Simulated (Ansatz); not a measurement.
## How far each method lies from UCCSDT(Q) for CHSi2, doublet

Geometry: displaced at random from a stationary point.

```yaml
atoms:
  - { symbol: C, position_ang: [0.1028, -1.0258, -0.0064] }
  - { symbol: Si, position_ang: [-0.0620, 0.2749, 1.2189] }
  - { symbol: Si, position_ang: [0.0146, 0.2424, -1.2167] }
  - { symbol: H, position_ang: [0.0977, -2.1905, 0.0152] }
```

Basis cc-pVDZ; Ansatz 0.2.0. Only valence electrons are correlated (noble-gas cores frozen), which leaves 13 electrons in 44 orbitals. Prefix R: restricted or restricted open-shell reference; prefix U: unrestricted. Active spaces: frontier = (9e, 9o) about the gap.

Full CI isn't at hand for all of this; UCCSDT(Q) serves as the reference, and is uncertain by about the last step of the cluster series. The frozen core follows each run's orbitals, which can shift R against U totals by a few meV.

For open shells CISD is restricted-active-space CI with the open shells as a complete middle space.

The UHF ⟨S²⟩ is 0.801 and the T1 diagnostic (RCCSD) is 0.0226. The largest doubles amplitude (RCCSD) is 0.084 and the T1 diagnostic (UCCSD) is 0.0239.

```csv
level,E − E(UCCSDT(Q)) (kJ/mol),share of correlation (%),wall time
RHF,885.5,0.00,–
UHF,870.1,1.74,–
RMP2,128.4,85.50,–
UMP2,134.2,84.85,–
CISD,149.1,83.16,17 s
RCCSD,50.2,94.33,–
UCCSD,49.6,94.40,–
RCCSD(T),7.1,99.20,18 s
UCCSD(T),7.2,99.18,24 s
BCCD(T),6.7,99.24,20 s
RCCSDT,4.2,99.53,–
UCCSDT,4.1,99.54,–
RCCSDT(Q),0.2,99.98,4.8 min
```

The correlation energy at UCCSDT(Q), counted from RHF, is -9.178 eV. That run took 4.8 min on 1 thread of Intel Xeon, shared host.

Run but not shown, since their state or frozen core can't be matched to the reference's or they repeat it: CASSCF (frontier space), NEVPT2 (frontier space), MRCISD (frontier space), MRCISD+Q (frontier space).

Times hold each run's SCF and search for its determinant on a shared host, so for small cases they say little of a method's own cost; they ran on 1 thread of Intel Xeon.
